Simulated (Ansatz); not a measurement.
A made-up structure of BSi$_{2}$H$_{2}$, doublet:

B1  (-0.892, -0.171, 0.938)
Si2  (0.684, -0.954, 1.515)
Si3  (-0.132, 0.239, -0.405)
H4  (-0.193, -0.698, -1.578)
H5  (0.533, 1.584, -0.470)
(Å)

It is relaxed with PBE-D4/def2-SVP and then PBE0-D4/def2-TZVP (Ansatz 0.2.0). Atoms count as bonded within 1.22 times the sum of their covalent radii (H–H: 0.88 Å). The end point is not checked to be a true minimum.

(1) Does its bonding change? (Judge from chemistry; the calculation decides.)

Answers

(1) The calculation gives: Yes. Formed: none; broken: Si2–Si3.

Where it ends: The first stage lowers the energy by 1.64 eV in 6 steps. It ends as BSi₂H₂ ([Si][B][SiH2]):
```csv
atom,x (Å),y (Å),z (Å)
B1,-0.8211,-0.2819,1.1186
Si2,0.6424,-1.1267,1.8988
Si3,-0.1250,0.2852,-0.5053
H4,-0.1844,-0.4947,-1.7691
H5,0.4882,1.6181,-0.7429
```

Labels in which every atom is bracketed show which atoms are joined, not bond orders.

For scale, one of the runs: PBE0-D4/def2-TZVP relaxation, 117 basis functions, launched by `ansatz run in.yaml --threads 2 --pin off --events-out ev --progress --plain --max-ram 4352MiB`. Hardware: 2 CPU threads of an Arm Neoverse V2, shared host. Wall time about 21 s.
